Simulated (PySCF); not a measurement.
**Removing an electron from (H3Si)2NH**

Compound: (H3Si)2NH.
Geometry (PBE0-D3(BJ)/def2-SVP, Å), atoms numbered from 1 in this order:
```xyz
10
H7NSi2 angstrom
Si    -0.4332    1.0008    1.1398
H      0.4824    2.0343    1.7181
H     -1.3170    1.6287    0.1150
H     -1.2817    0.4898    2.2638
N      0.4648   -0.2610    0.3449
Si     0.2772   -0.9048   -1.2617
H      1.5846   -0.9264   -1.9905
H     -0.6871   -0.0238   -1.9826
H     -0.2494   -2.3074   -1.2687
H      1.1594   -0.7302    0.9217
```

Level: wB97X-D/def2-SVPD (PySCF). Frontier orbitals with their largest atomic shares (Löwdin; up to four atoms above 4 %):

```csv
orbital,ε (eV),main atoms
HOMO−3,-11.70,"Si6 19 %, Si1 19 %, H8 17 %, H3 17 %"
HOMO−2,-11.54,"Si6 22 %, Si1 21 %, H7 13 %, H2 13 %"
HOMO−1,-11.30,"Si1 21 %, Si6 21 %, H3 14 %, H8 14 %"
HOMO,-9.35,?
LUMO,1.57,"Si1 24 %, Si6 24 %, H10 11 %, N5 10 %"
LUMO+1,2.25,"Si6 28 %, Si1 28 %, N5 8 %, H7 7 %"
LUMO+2,2.57,"Si6 30 %, Si1 30 %, H8 6 %, H3 6 %"
```

Task: What vertical ionisation energy does ΔSCF give, and how far is −ε(HOMO) from it?

Result: ΔSCF: 9.61 eV (927 kJ/mol; threshold wavelength 129 nm); ⟨S²⟩ of the doublet left behind is 0.759, against 0.75 for a pure doublet. −ε(HOMO) is 9.35 eV, 0.26 eV below it. For the exact functional −ε(HOMO) would equal the first vertical ionisation energy; wB97X-D (range-separated hybrid) comes within 0.26 eV of that here. Holes in the HOMO−1 and HOMO−2 were tried too where these lie within 1.2 eV of the HOMO; the lowest converged state counts.

Task: On which atoms does the HOMO lie?

Result: N5 (nitrogen bonded to 2 Si and H) 51 %, Si6 (silicon bonded to N and 3 H) 11 %, Si1 (silicon bonded to N and 3 H) 11 %, H9 (hydrogen on silicon) 6 %. The HOMO−1 lies 1.95 eV lower.

Task: With α = 63.6 au, estimate the like-pair dispersion coefficient by London's formula C6 = (3/4)α²I.

Result: I = 0.3532 Eh, so C6 ≈ 1070 au, a rough estimate.

Task: What kinetic energy would electrons from this vertical process carry with 118.2 nm light (10.49 eV)?

Result: 10.49 − 9.61 = 0.88 eV.

Task: What total energies stand behind the ΔSCF value?

Result: E(N) = -637.73177 Eh and E(N − 1) = -637.37861 Eh at the same geometry, 0.35316 Eh apart.

Task: Shift the occupied levels rigidly so that −ε(HOMO) equals the ΔSCF value. What binding energies result?

Result: The shift is +0.26 eV: HOMO 9.61, HOMO−1 11.56, HOMO−2 11.80, HOMO−3 11.96 eV. A rigid shift is only a rough guide to the deeper ionisations.

Geometry: PBE0-D3(BJ)/def2-SVP; no solvent, vibrations or thermal averaging.

The pairwise dispersion term of wB97X-D wasn't added to the energies; at a given geometry it leaves orbitals and properties as they are.
